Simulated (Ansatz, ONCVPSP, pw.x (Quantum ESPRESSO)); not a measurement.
## What a changed setting does to a pw.x run (fcc K)

Potential: optimised norm-conserving Vanderbilt (ONCV), ONCVPSP 4.0.1.1 (patched build), PBEsol; core [Ne], reference 3s2 3p6 4s0.5 4p0.5; waves: 3s+4s: rc 2.50 bohr, ncon 3, nbas 7, qcut 4.8 1/bohr, 3 projectors, debl 2.6 Ha; 3p+4p: rc 2.00 bohr, ncon 4, nbas 7, qcut 7.3 1/bohr, 2 projectors; d scattering state at 0.46 Ha: rc 2.10 bohr, ncon 4, nbas 7, qcut 5.2 1/bohr, 1 projector; local part: polynomial inside 1.65 bohr (lpopt 4, dvloc0 -1 Ha); core correction: Teter function, fcfact 3.5, rcfact 1.55.

The reference run (k-mesh 9³, cutoffs 50/200 Ry, Fermi–Dirac 0.01 Ry, mixing_beta 0.4, conv_thr 1e-9, no spin) gives -0.00 GPa at 71.670 Å³/atom, where all-electron LAPW gives -0.01 GPa. This run, with its own iteration cap, changes degauss to 0.02.

```
&control
  calculation='scf', prefix='x', pseudo_dir='./', outdir='./tmp', tstress=.true., disk_io='none'
/
&system
  ibrav=0, nat=1, ntyp=1, ecutwfc=50, ecutrho=200, nbnd=12,
  occupations='smearing', smearing='fd', degauss=0.02
/
&electrons
  conv_thr=1e-09, mixing_beta=0.4, electron_maxstep=60
/
ATOMIC_SPECIES
K 1.0 K.UPF
CELL_PARAMETERS angstrom
  0.00000000 3.29687491 3.29687491
  3.29687491 0.00000000 3.29687491
  3.29687491 3.29687491 0.00000000
ATOMIC_POSITIONS crystal
K 0.0000 0.0000 0.0000
K_POINTS automatic
9 9 9 0 0 0
```

```bash
pw.x < K.scf.in > K.scf.out
```

Problem. How does the run end?

Solution. It converges in 8 iterations; the free energy moves by -69.9 meV/atom and the pressure by +0.07 GPa. In a metal, with Fermi–Dirac smearing, F lies below its zero-width value by a term in the square of the width.

```
Message from routine setup:
     using ibrav=0 with symmetry is DISCOURAGED, use correct ibrav instead
     lattice parameter (alat)  =       8.8108  a.u.
     unit-cell volume          =     483.6531 (a.u.)^3
     number of electrons       =         9.00
     number of Kohn-Sham states=           12
     kinetic-energy cutoff     =      50.0000  Ry
     charge density cutoff     =     200.0000  Ry
     scf convergence threshold =      1.0E-09
     Exchange-correlation= PBESOL
     number of k points=    35  Fermi-Dirac smearing, width (Ry)=  0.0200
     iteration #  1     ecut=    50.00 Ry     beta= 0.40
     total energy              =     -60.50524676 Ry
     estimated scf accuracy    <       0.00857961 Ry
     iteration #  2     ecut=    50.00 Ry     beta= 0.40
     total energy              =     -60.50542903 Ry
     estimated scf accuracy    <       0.00110114 Ry
     iteration #  3     ecut=    50.00 Ry     beta= 0.40
     total energy              =     -60.50556880 Ry
     estimated scf accuracy    <       0.00010523 Ry
     [... 2 iterations left out ...]
     iteration #  6     ecut=    50.00 Ry     beta= 0.40
     total energy              =     -60.50557486 Ry
     estimated scf accuracy    <       0.00000035 Ry
     iteration #  7     ecut=    50.00 Ry     beta= 0.40
     total energy              =     -60.50557490 Ry
     estimated scf accuracy    <       0.00000001 Ry
     iteration #  8     ecut=    50.00 Ry     beta= 0.40
     the Fermi energy is     1.7817 ev
!    total energy              =     -60.50557490 Ry
     estimated scf accuracy    <          2.3E-10 Ry
     smearing contrib. (-TS)   =      -0.01369413 Ry
     The total energy is F=E-TS. E is the sum of the following terms:
     one-electron contribution =     -37.57146711 Ry
     hartree contribution      =      19.52667647 Ry
     xc contribution           =     -12.64271896 Ry
     ewald contribution        =     -29.80437117 Ry
     convergence has been achieved in   8 iterations
          total   stress  (Ry/bohr**3)                   (kbar)     P=        0.65
     Message from routine punch:
     Nothing written, as per user request (disk_io='none')
```

The run took about 30 s on one core of a shared host (Neoverse-N1, 64 threads, 124 GiB, load 56).
